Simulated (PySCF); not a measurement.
This PySCF input asks for the NMR shieldings of SMILES ClC[C@@H]1CO1, C3H5ClO; the geometry comes from PBE0-D3(BJ)/def2-TZVP.

```python
import basis_set_exchange as bse
import numpy as np
from pyscf import gto, dft
from pyscf.prop import nmr

atoms = """
Cl    2.390638    0.441538    0.364860
C     1.037406   -0.185480   -0.610072
C    -0.242987    0.463346   -0.191480
C    -1.115536   -0.169353    0.786876
O    -1.415806   -0.218312   -0.600781
H     0.987208   -1.263601   -0.464237
H     1.267859    0.027482   -1.653486
H    -0.277682    1.545549   -0.299522
H    -1.784600    0.442976    1.384681
H    -0.814497   -1.114701    1.231645
"""
names = dict.fromkeys(["Cl", "C", "O", "H"], "pcSseg-2")
basis = {el: gto.basis.parse(bse.get_basis(n, elements=[el], fmt="nwchem")) for el, n in names.items()}
mol = gto.M(atom=atoms, basis=basis, charge=0, verbose=0)
mf = dft.RKS(mol, xc="HYB_GGA_XC_WB97X_D")
mf.grids.level = 2
mf.grids.alignment = dft.numint.BLKSIZE   # the property module wants whole blocks of grid points
mf.conv_tol = 1e-9
mf.kernel()

calc = nmr.RKS(mf)   # GIAO
C = mf.mo_coeff
Co = C[:, mf.mo_occ > 0]
resp = mf.gen_response(singlet=True, hermi=2)
def vind(x):   # induced exchange potential for any number of trial vectors
    d = np.einsum("pi,xij,qj->xpq", C, 2 * x.reshape(-1, C.shape[1], Co.shape[1]), Co, optimize=True)
    return np.einsum("xpq,pi,qj->xij", resp(d - d.transpose(0, 2, 1)), C, Co, optimize=True).ravel()
mo1, _ = nmr.rhf.solve_mo1(calc, with_cphf=vind)
sigma = calc.kernel(mo1)
for i, s in enumerate(sigma):   # ppm
    print("%2d %-2s %9.2f" % (i, mol.atom_pure_symbol(i), np.trace(s) / 3))
```

Q: Give the expected output.

A: 
```
 0 Cl    884.52
 1 C     134.92
 2 C     131.82
 3 C     135.53
 4 O     308.09
 5 H      28.95
 6 H      27.71
 7 H      28.75
 8 H      28.93
 9 H      29.27
```

These numbers come from an equivalent density-fitted implementation of the same equations, which agrees with the script to about 0.01 ppm for H and up to a few tenths of a ppm for heavy atoms, so last digits may differ.

Q: Turn these shieldings into chemical shifts. Referencing at the same level of theory: $^{35}$Cl (σref 940.66) vs HCl; $^{13}$C (σref 186.29), $^{1}$H (σref 31.63) vs TMS; $^{17}$O (σref 328.24) against H2O.

A: Averaging equivalent atoms: Cl 0: 56; C 2: 54.5; C 1: 51.4; C 3: 50.8; O 4: 20.1; H 6: 3.92; H 7: 2.89; H 8: 2.71; H 5: 2.69; H 9: 2.37 ppm. Experimental scales use liquid or dissolved standards, which lie at an offset from isolated H2O (liquid H2O: subtract about 36 ppm).

Size and cost of the density-fitted run: 257 basis functions, 50 s wall time on 1 thread of an Arm Neoverse V1, shared host; peak memory 1.1 GiB.
